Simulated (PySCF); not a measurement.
# Simulated absorption spectrum

Cyclobutanone, C₄H₆O.
SMILES with atom numbers: `[O:1]=[C:2]1[CH2:3][CH2:4][CH2:5]1` (hydrogens: H6, H7 on C3; H8, H9 on C4; H10, H11 on C5)

Computed, not measured: TDDFT CAM-B3LYP/def2-SVPD, vertical, gas phase, core orbitals frozen in the response (PySCF 2.14.0, density-fitted response routines). Geometry: GFN2-xTB; no solvent, vibrations or thermal averaging.

Computed states:

| state | E (eV) | f |
| --- | --- | --- |
| S1 | 4.29 | 0.0000 |
| S2 | 7.03 | 0.037 |
| S3 | 7.79 | 0.0010 |
| S4 | 7.80 | 0.0000 |
| S5 | 7.98 | 0.0021 |
| S6 | 7.99 | 0.012 |
| S7 | 8.39 | 0.056 |
| S8 | 8.41 | 0.0001 |

Broadening: Gaussians 0.5 eV wide at half height, area fixed by f = 4.319×10⁻⁹ ∫ε dν̃. The width is an assumption, not a result. The curve ends short of the highest state used, and states not computed would add to its high-energy end.

Problem. Give the broadened spectrum and its maxima.

Solution. 
E (eV), ε (L mol⁻¹ cm⁻¹) and a bar:
```
     3.54          0 
     3.73          0 
     3.91          0 
     4.10          0 
     4.28          0 
     4.47          0 
     4.65          0 
     4.84          0 
     5.03          0 
     5.21          0 
     5.40          0 
     5.58          0 
     5.77          0 
     5.95          0 
     6.14          0 
     6.32          7 
     6.51         94 #
     6.69        532 ########
     6.88       1521 #######################
     7.07       1953 ##############################
     7.25       1186 ##################
     7.44        361 ######
     7.62        260 ####
     7.81        668 ##########
```

Maxima: 176 nm (7.03 eV), ε about 2000, made up of S2 (100%) (ε in L mol⁻¹ cm⁻¹; maxima over ε = 5, shares over 10%). At its high-energy end, 7.81 eV, the curve is still rising (ε about 670, from S5, S6 and S7).

Problem. On this curve, what absorbance would a 10⁻³ mol/L sample give at 193 nm over a 1 cm path?

Solution. 193 nm is 6.424 eV, where ε is about 32 L mol⁻¹ cm⁻¹, so A = ε c l ≈ 0.032 (Beer–Lambert, with the gas-phase spectrum and the assumed width).

Problem. What would ε be at 7.03 eV, the highest of these maxima, with half the width (0.25 eV)?

Solution. About 3960 L mol⁻¹ cm⁻¹ against 1980, a factor of about 2.00; a lone state at its own centre would give exactly 2.

Problem. Coming from long wavelengths, where does ε first pass 100 L mol⁻¹ cm⁻¹?

Solution. At about 190 nm (6.52 eV), 2.23 eV above S1.

On one thread of an Arm Neoverse V2, shared host, this took 15 s wall.
